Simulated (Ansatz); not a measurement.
**BSiNH+ (quintet): the correlation ladder, cc-pVDZ**

Aim: climb from Hartree-Fock through coupled cluster for BSiNH+ (quintet) at one geometry and basis, and see what each rung misses.

Method: cc-pVDZ, core rule «outside noble gas», up to 7 orbitals frozen; program: Ansatz 0.2.0, Gaussian basis.

Plan: UHF; CCSD(T) on ROHF; CCSD(T) on UHF; BCCD(T) on ROHF; CISD as a restricted active space (open shells left free, so some higher excitations enter); CCSDT(Q) on ROHF; CCSDT(Q) on UHF.

18 further runs of the same task are left out: 8 that didn't finish, 10 set aside as unsound or not needed. Runs told in other sessions of the task aren't counted.

## (1) What is computed

The geometry is a PBE0/def2-TZVP stationary point (not a proven minimum) of the parent state, kept for this charge and spin.

4 atoms, charge 1, spin multiplicity 5.

Atoms are counted from 1 here; the program's logs count them from 0.

Bond lengths: B1–Si2 1.920 Å, Si2–N3 1.668 Å, Si2–H4 1.486 Å. Angles: B1–Si2–N3 121.8°, B1–Si2–H4 115.6°, N3–Si2–H4 122.6°.

## (2) UHF

Input file in.yaml:

```yaml
crystal:
  periodic: [false, false, false]
  atoms:
    - {symbol: B, position_ang: [0.000000, -0.564500, 1.717940]}
    - {symbol: Si, position_ang: [0.000000, 0.370053, 0.040934]}
    - {symbol: N, position_ang: [0.000000, -0.439646, -1.417676]}
    - {symbol: H, position_ang: [0.000000, 1.852957, 0.133591]}
basis:
  gaussian: {orbitals: cc-pVDZ}
total_charge: 1
magnetization: {spin_polarized: true, initial_magnetization: 4}
hamiltonian: {xc: hf}
output: {orbitals: {seedname: orbitals}}
```

Started as:

```sh
$ ansatz run in.yaml --threads 1 --pin off --events-out ev --progress --plain --max-ram 2393MiB
```

The runs that follow: CCSD(T) on ROHF; CCSD(T) on UHF; BCCD(T) on ROHF; CISD as a restricted active space (open shells left free, so some higher excitations enter); CCSDT(Q) on ROHF; CCSDT(Q) on UHF.

Before running them: what should the planned runs give, taken together? Wanted: UCCSDT(Q) from the RHF energy; RMP2 from UCCSDT(Q); UMP2 from UCCSDT(Q); RCCSD from UCCSDT(Q); RCCSD(T) from UCCSDT(Q); UCCSD(T) from UCCSDT(Q); RCCSDT(Q) from UCCSDT(Q); T1 diagnostic.

**Answer**, as computed:

| quantity | value |
| --- | --- |
| UCCSDT(Q) from the ROHF energy | -6.8170 eV |
| RMP2 from UCCSDT(Q) | +1442.4 meV |
| UMP2 from UCCSDT(Q) | +1445.3 meV |
| RCCSD from UCCSDT(Q) | +255.8 meV |
| RCCSD(T) from UCCSDT(Q) | +68.3 meV |
| UCCSD(T) from UCCSDT(Q) | +67.0 meV |
| RCCSDT(Q) from UCCSDT(Q) | +2.2 meV |
| levels within 1 kcal/mol (43 meV) | RCCSDT, UCCSDT, RCCSDT(Q) |
| T1 diagnostic | 0.030 |

What this shows: RCCSD(T) lands +68.3 meV from the yardstick (1.0 % of the correlation energy). These misses are within one basis, not against nature; the frozen cores of restricted and unrestricted runs differ, which can shift their rows.

With open shells the CI space here admits some higher excitations, so it is larger than plain CISD.
